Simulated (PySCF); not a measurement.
**[SH4]+: structure of the doublet**

The task is one start of a wider search on [SH4]+: the doublet, from a tetrahedral start. It is relaxed, tested by its Hessian and followed downhill if it is a saddle.

The runs use PySCF 2.14.0; PBE0, basis S def2-TZVP, H def2-TZVP, no relativity, density fitting.

## Step 1: The starting structure

5 atoms, charge 1, spin multiplicity 2.

Bond lengths: S1–H2 1.323 Å, S1–H3 1.323 Å, S1–H4 1.323 Å, S1–H5 1.323 Å. Angles: H2–S1–H3 109.5°, H2–S1–H4 109.5°, H2–S1–H5 109.5°, H3–S1–H4 109.5°, H3–S1–H5 109.5°, H4–S1–H5 109.5°.

Coordinates in bohr (charge 1 multiplicity 2):
```
S     0.0000    0.0000    0.0000
H     1.4435    1.4434    1.4435
H    -1.4435    1.4434   -1.4435
H     1.4435   -1.4434   -1.4435
H    -1.4435   -1.4434    1.4435
```

## Step 2: The SCF at the typed geometry

The steps below are one call of a driver around PySCF. For each, scf.py gives the equivalent set-up of the SCF; relaxations use the driver's own optimiser. After this first run the driver tries any further starts and a stability analysis.

The input, scf.py:

```python
from pyscf import gto, scf, dft
mol = gto.M(atom='''
S      0.000000     0.000000     0.000000
H      0.763890     0.763800     0.763890
H     -0.763890     0.763800    -0.763890
H      0.763890    -0.763800    -0.763890
H     -0.763890    -0.763800     0.763890''',
    basis={'S': 'def2-TZVP', 'H': 'def2-TZVP'},
    charge=1, spin=1)
mf = dft.UKS(mol, xc='PBE0')
mf.grids.atom_grid = (50, 194)
aux = {'S': 'def2-universal-JKFIT', 'H': 'def2-universal-JKFIT'}
mf = mf.density_fit(auxbasis=aux)
mf.conv_tol = 1e-08
mf.diis_space = 10
mf.max_cycle = 60
mf.init_guess = 'minao'
mf.verbose = 4
mf.kernel()
```

Started as:

```sh
OMP_NUM_THREADS=2 python axn.py task.json out
```

Further steps of the session: Relaxation: tetrahedral start, doublet; Releasing the symmetry; Frequencies.

Before running it: what results should come out? Wanted: minimum; geometry; wavenumbers; dipole moment; highest occupied, lowest empty level; polar-tensor charge of S1; zero-point energy; ⟨S²⟩.

The runs gave:

| quantity | value |
| --- | --- |
| minimum | doublet, C2v |
| geometry | S–H 1.353 Å (×2), S–H 1.500 Å (×2); H–S–H 90.8° (×4), H–S–H 97.5°, H–S–H 177.6° |
| wavenumbers (cm⁻¹) | 857 (b2), 865 (a1), 871 (b1), 1058 (a1), 1198 (b2), 1239 (a2), 1739 (a1), 2644 (a1), 2653 (b1) |
| dipole moment (centre of mass) | 1.37 D |
| highest occupied, lowest empty level (either spin) | -13.84, -9.68 eV |
| polar-tensor charge of S1 | +0.62 e |
| zero-point energy | 78.5 kJ/mol |
| entropy at 298.15 K | 225.4 J/(mol K) |
| ⟨S²⟩ | 0.763 |

In words: The tetrahedral start (Td) ends in a minimum of C2v symmetry. In the infrared the band at 2653 cm⁻¹ (b1, stretch) leads. The first SCF alone would have been 86 kJ/mol too high. Other starts or spin states, not run here, may lie lower.
